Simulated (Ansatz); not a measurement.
Calculated with Ansatz (gas phase, PBE0-D4/def2-TZVP geometries, no zero-point term in ΔE). CCSD(T)/CBS is the MP2 limit (def2-TZVPP, def2-QZVPP) plus CCSD(T) − MP2 in def2-TZVPP, frozen cores. This one scheme is used for every species. Functionals use def2-TZVPP. B3LYP here is the variant with VWN-RPA as its local correlation; programs differ in this. One conformer a species, not always the lowest.

Reaction (substitution at a C–C bond): `CC(C)CO` + `C#CS` → `C#CSCO` + `CCC`

```tsv
level	ΔE (kJ/mol)	difference from CCSD(T)/CBS
PBE-D4	-9.3	-12.3
r2SCAN-D4	-5.5	-8.5
PBE0-D4	-3.9	-6.9
ωB97M-V	2.0	-1.0
B2PLYP	-3.9	-6.9
PBE	-10.9	-13.9
r2SCAN	-6.1	-9.1
PBE0	-5.2	-8.2
B3LYP	-7.9	-10.9
HF/def2-TZVPP	0.5	-2.5
SCS-MP2/def2-TZVPP	2.2	-0.8
CCSD(T)/def2-TZVPP	5.3	2.3
HF/def2-QZVPP	0.3	-2.7
HF/CBS(def2)	0.2	-2.8
MP2/CBS(def2)	-0.1	-3.1
CCSD/CBS(def2)	4.6	1.6
CCSD(T)/CBS	3.0	0
```

Largest T1 diagnostic among the species: 0.013.

From PBE to PBE0 (25 % exact exchange), in def2-TZVPP and without D4, ΔE moves by +5.6 kJ/mol.
